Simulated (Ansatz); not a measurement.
## Beryllium, hcp: convergence with Gaussian smearing

Computed with Ansatz, PBE, scalar-relativistic PAW, on the relaxed cell (a = 2.266 Å, c = 3.559 Å (c/a = 1.571); spin not included). Errors count from a run at 420 eV on a Γ-centred 26×26×15 mesh with Fermi-Dirac smearing of 0.1 eV, extrapolated to zero width. Fixed here: cutoff 420 eV, mesh 16×16×9. The SCF starts from atomic densities corrected by a trained network.

```
width (eV)  E(σ→0) error (meV/atom)  F error (meV/atom)  P (GPa)  SCF iterations
      0.01                     -1.1                -1.1     0.01               6
       0.1                     -1.1                -1.3     0.00               6
       0.2                     -1.2                -1.7     0.00               6
       0.3                     -1.2                -2.2     0.00               6
       0.6                     -0.4                -5.9     0.05               6
       1.0                      5.0               -18.4     0.42               6
```

Task: What does the run at 0.03 give (width)?

Result: E(σ→0) error (meV/atom): -1.1; F error (meV/atom): -1.1; P (GPa): 0.00; SCF iterations: 6.
